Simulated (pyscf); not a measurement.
## Hydrogen abstraction: H₃C–Al(CH₃)–NH₂ + H• → [H₃C–Al(CH₃)–NH]• + H₂

Gas phase, doublet surface, charge 0. Bonds broken: N4–H11. Bonds formed: H5–H11. Single points on ωB97X-D3(BJ)/def2-SVP structures (PySCF, gas phase).

Transition state (Å):

```xyz
13

C      0.4916     0.9072     0.1853
Al    -1.1761    -0.0183     0.6066
C     -1.8569    -1.5377    -0.4228
N     -2.2066     0.6438     1.9240
H     -1.0150     2.0317     3.2095
H      0.6230     1.0402    -0.9022
H      1.3605     0.3221     0.5366
H     -1.1186    -2.3586    -0.4495
H     -2.0341    -1.2444    -1.4726
H     -2.8003    -1.9472    -0.0276
H     -1.5409     1.6587     2.6405
H     -2.7785     0.2548     2.6721
H      0.5546     1.8994     0.6608
```

One imaginary mode, 985i cm⁻¹; descent along it reached the two sides named.

| bond | change | reactant side (Å) | saddle | product side |
|---|---|---|---|---|
| N4–H11 | breaks | 1.015 | 1.409 | 2.7 |
| H5–H11 | forms | 3.2 | 0.860 | 0.762 |

Electronic energies relative to the separated reactants (eV):

| level | barrier | reaction energy | reverse barrier |
|---|---|---|---|
| ωB97X-D3(BJ)/def2-TZVP | 0.81 | +0.55 | 0.27 |
| PBE/def2-TZVP | 0.60 | +0.58 | 0.03 |
| r²SCAN/def2-TZVP | 0.55 | +0.40 | 0.16 |
| B3LYP-D3(BJ)/def2-TZVP | 0.57 | +0.38 | 0.18 |
| PBE0-D3(BJ)/def2-TZVP | 0.74 | +0.60 | 0.14 |
| M06-2X/def2-TZVP | 0.91 | +0.56 | 0.34 |
| ωB97M-D3(BJ)/def2-TZVP | 0.82 | +0.55 | 0.27 |
| HF/def2-TZVP | 1.17 | +0.30 | 0.87 |

With ωB97M-D3(BJ)/def2-TZVP energies and thermal terms (ideal gas, 1 atm, RRHO with modes under 100 cm⁻¹ raised to 100, one conformer, R ln 2 for chiral ones without a mode under 150 cm⁻¹), in eV:

```json
[
 {"T (K)": "298", "ΔH‡": "0.72", "ΔG‡": "0.98", "ΔH": "+0.48", "ΔG": "+0.41"},
 {"T (K)": "600", "ΔH‡": "0.71", "ΔG‡": "1.25", "ΔH": "+0.49", "ΔG": "+0.33"},
 {"T (K)": "900", "ΔH‡": "0.70", "ΔG‡": "1.53", "ΔH": "+0.48", "ΔG": "+0.25"},
 {"T (K)": "1200", "ΔH‡": "0.70", "ΔG‡": "1.80", "ΔH": "+0.46", "ΔG": "+0.17"}
]
```

One saddle was located; it need not be the lowest between these sides. The angle at the transferred H is 160°.
